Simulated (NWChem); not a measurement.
# C2H2F (SMILES C=[C]F) at UB3LYP/6-311+G(d,p), part 2 of 2

NWChem 7.3.0. The steps go on from the part before.

**3. The singlet cation, same level**

The input, mymol.nw:

```
start mymol
title "C2H2F"
memory total 2200 mb
charge 1

geometry units angstrom noautosym nocenter noautoz
 C      0.488200    -0.200400     0.008400
 C     -0.592700     0.393700     0.447100
 F     -1.725600     0.629500    -0.148900
 H      0.534700    -0.590400    -1.005400
 H      1.345200    -0.306200     0.657500
end

basis spherical bse
 * library 6-311+G**
end

dft
 xc b3lyp
 grid xfine
 convergence energy 1e-08
 iterations 100
 mulliken
 print low
end

task dft
```

Command:

```console
$ nwchem mymol.nw > mymol.out
```

The program printed:

```text
Northwest Computational Chemistry Package (NWChem) 7.3.0
             --------------------------------------------------------

           Job information
           ---------------

    nwchem branch   = 7.3.0
    use scalapack   = T
    input           = mymol.nw
    prefix          = mymol.
    data base       = ./mymol.db
    status          = startup
    nproc           =        1

           Memory information
           ------------------

    heap     =     72089596 doubles =      550.0 Mbytes
    stack    =     72089601 doubles =      550.0 Mbytes
    global   =    144179200 doubles =     1100.0 Mbytes (distinct from heap & stack)
    total    =    288358397 doubles =     2200.0 Mbytes
    verify   = yes
    hardfail = no

           Directory information
           ---------------------

  0 permanent = .
  0 scratch   = .

                                NWChem Input Module
                                -------------------

                                       C2H2F
                                       -----

 Scaling coordinates for geometry "geometry" by  1.889725989
 (inverse scale =  0.529177249)

                             Geometry "geometry" -> ""
                             -------------------------

 Output coordinates in angstroms (scale by  1.889725989 to convert to a.u.)

  No.       Tag          Charge          X              Y              Z
 ---- ---------------- ---------- -------------- -------------- --------------
    1 C                    6.0000     0.48820000    -0.20040000     0.00840000
    2 C                    6.0000    -0.59270000     0.39370000     0.44710000
    3 F                    9.0000    -1.72560000     0.62950000    -0.14890000
    4 H                    1.0000     0.53470000    -0.59040000    -1.00540000
    5 H                    1.0000     1.34520000    -0.30620000     0.65750000

      Atomic Mass
      -----------

      C                 12.000000
      F                 18.998400
      H                  1.007825

 Effective nuclear repulsion energy (a.u.)      60.9611441547

            Nuclear Dipole moment (a.u.)
            ----------------------------
        X                 Y               Z
 ---------------- ---------------- ----------------
   -26.9805628020    11.2036184685     1.9747636581

            XYZ format geometry
            -------------------
     5
 geometry
 C                     0.48820000    -0.20040000     0.00840000
 C                    -0.59270000     0.39370000     0.44710000
 F                    -1.72560000     0.62950000    -0.14890000
 H                     0.53470000    -0.59040000    -1.00540000
 H                     1.34520000    -0.30620000     0.65750000

 ==============================================================================
                                internuclear distances
 ------------------------------------------------------------------------------
       center one      |      center two      | atomic units |  angstroms
 ------------------------------------------------------------------------------
    2 C                |   1 C                |     2.47385  |     1.30911
    3 F                |   2 C                |     2.45975  |     1.30165
    4 H                |   1 C                |     2.05455  |     1.08722
    5 H                |   1 C                |     2.04141  |     1.08027
 ------------------------------------------------------------------------------
                         number of included internuclear distances:          4
 ==============================================================================

 ==============================================================================
                                 internuclear angles
 ------------------------------------------------------------------------------
        center 1       |       center 2       |       center 3       |  degrees
 ------------------------------------------------------------------------------
    2 C                |   1 C                |   4 H                |   120.70
    2 C                |   1 C                |   5 H                |   119.88
    4 H                |   1 C                |   5 H                |   119.42
    1 C                |   2 C                |   3 F                |   130.35
 ------------------------------------------------------------------------------
                            number of included internuclear angles:          4
 ==============================================================================

 Summary of "ao basis" -> "" (spherical)
 ------------------------------------------------------------------------------
       Tag                 Description            Shells   Functions and Types
 ---------------- ------------------------------  ------  ---------------------
 *                         6-311+G**                  on all atoms

                                 NWChem DFT Module
                                 -----------------

                                       C2H2F

                      Basis "ao basis" -> "ao basis" (spherical)
                      -----
  [basis functions not shown]

 Summary of "ao basis" -> "ao basis" (spherical)
 ------------------------------------------------------------------------------
       Tag                 Description            Shells   Functions and Types
 ---------------- ------------------------------  ------  ---------------------
 C                         6-311+G**                10       22   5s4p1d
 F                         6-311+G**                10       22   5s4p1d
 H                         6-311+G**                 4        6   3s1p

  Caching 1-el integrals
   Time after variat. SCF:      0.2

     ---------------------------------------------
      Total Density - Mulliken Population Analysis
     ---------------------------------------------

    Atom       Charge   Shell Charges
 -----------   ------   -------------------------------------------------------
    1 C    6     6.51   1.11  0.89  0.68  0.90  1.60  0.48  0.82 -0.02  0.03  0.03
    2 C    6     5.04   1.11  0.89  0.38  0.82  0.97  0.36  0.36 -0.00  0.03  0.11
    3 F    9     9.23   1.08  0.92  1.32  1.18  2.62  0.76  1.45 -0.07 -0.03  0.00
    4 H    1     0.58   0.19  0.33  0.03  0.03
    5 H    1     0.64   0.21  0.37  0.03  0.03
   Time prior to 1st pass:      0.2

           Memory utilization after 1st SCF pass:
           Heap Space remaining (MW):       35.31            35312476
          Stack Space remaining (MW):       72.09            72089012

   convergence    iter        energy       DeltaE   RMS-Dens  Diis-err    time
 ---------------- ----- ----------------- --------- --------- ---------  ------
 d= 0,ls=0.0,diis     1   -176.6233309542 -2.38D+02  2.32D-02  1.97D+00     1.5
 d= 0,ls=0.0,diis     2   -175.4157583199  1.21D+00  1.81D-02  1.52D+01     2.6
 d= 0,ls=0.0,diis     3   -176.7899143410 -1.37D+00  3.73D-03  1.34D-01     3.8
 d= 0,ls=0.0,diis     4   -176.7875186474  2.40D-03  2.32D-03  1.52D-01     5.1
 d= 0,ls=0.0,diis     5   -176.8060158442 -1.85D-02  5.07D-04  4.77D-03     6.3
  Resetting Diis
 d= 0,ls=0.0,diis     6   -176.8066680764 -6.52D-04  7.54D-05  1.46D-04     7.6
 d= 0,ls=0.0,diis     7   -176.8066860976 -1.80D-05  1.91D-05  2.12D-06     8.8
 d= 0,ls=0.0,diis     8   -176.8066860803  1.73D-08  1.08D-05  3.20D-06    10.1
 d= 0,ls=0.0,diis     9   -176.8066863344 -2.54D-07  3.39D-06  5.50D-07    11.4
 d= 0,ls=0.0,diis    10   -176.8066863778 -4.34D-08  8.15D-07  8.15D-09    12.6
 d= 0,ls=0.0,diis    11   -176.8066863788 -9.71D-10  3.05D-07  8.57D-10    13.9

         Total DFT energy =     -176.806686378798
      One electron energy =     -355.599333174347
           Coulomb energy =      139.423844793524
    Exchange-Corr. energy =      -21.592342152666
 Nuclear repulsion energy =       60.961144154691

 Numeric. integr. density =       22.000000000668

     Total iterative time =     13.7s

     ---------------------------------------------
      Total Density - Mulliken Population Analysis
     ---------------------------------------------

    Atom       Charge   Shell Charges
 -----------   ------   -------------------------------------------------------
    1 C    6     6.17   1.10  0.89  0.64  0.79  1.45  0.48  0.75  0.01  0.03  0.04
    2 C    6     5.58   1.10  0.88  0.56  0.83  1.27  0.36  0.46 -0.04  0.03  0.11
    3 F    9     8.83   1.08  0.92  1.16  1.12  2.30  0.84  1.48 -0.05 -0.03  0.01
    4 H    1     0.69   0.25  0.42  0.00  0.03
    5 H    1     0.73   0.26  0.44  0.01  0.03

     -------------------------------------------
      Total Density - Lowdin Population Analysis
     -------------------------------------------

    Atom       Charge   Shell Charges
 -----------   ------   -------------------------------------------------------
    1 C    6     5.90   1.05  0.92  0.62  0.50  1.39  0.31  0.88  0.05  0.09  0.08
    2 C    6     5.57   1.05  0.92  0.55  0.57  1.19  0.26  0.67  0.05  0.09  0.22
    3 F    9     8.85   1.03  0.96  1.17  0.98  2.24  0.63  1.44  0.13  0.27  0.01
    4 H    1     0.82   0.24  0.37  0.13  0.08
    5 H    1     0.86   0.26  0.39  0.14  0.08

 Task  times  cpu:       13.9s     wall:       13.9s
 Total times  cpu:       13.9s     wall:       13.9s
```

Run time: 15 s. Hardware: 1 thread of AMD EPYC 7R13 (Zen 3), shared host; peak memory 0.12 GiB.

**4. What came out**

The summary covers parts 1 to 2.

At UB3LYP/6-311+G**:

| quantity | value |
| --- | --- |
| doublet C2H2F: total energy | -177.19591 Eh |
| doublet C2H2F: dipole moment | 1.11 D |
| doublet C2H2F: ⟨S²⟩ | 0.759 |
| singlet cation: total energy | -176.80669 Eh |
| vertical ionisation energy (to the singlet cation) | 10.591 eV |

In words: Removing an electron at fixed nuclei costs 10.59 eV (1022 kJ/mol). Only the singlet of the ionised species was computed; a triplet could lie lower. Mulliken charges (doublet C2H2F) run from -0.31 on C1 to +0.16 on H4; in a basis this large or diffuse they mean little. Mulliken charges (singlet cation) run from -0.17 on C1 to +0.42 on C2; in a basis this large or diffuse they mean little.
